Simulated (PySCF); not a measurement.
Constitutional and geometric isomers with formula C3H3N. All species are isolated molecules in the gas phase. Strings in code marks are SMILES.

These are PBE-D3(BJ)/def2-TZVP // B3LYP-D3(BJ)/def2-TZVP run with PySCF values and carry that method's errors. 

```tsv
species	HOMO (eV)	LUMO (eV)	dipole moment (D)
`C=CC#N`	-7.34	-2.69	3.88
`[H]/N=C\C#C`	-6.60	-2.59	2.19
`N(C#C)=C`	-5.92	-2.73	1.64
`C=C=C=N`	-5.51	-3.05	1.82
```
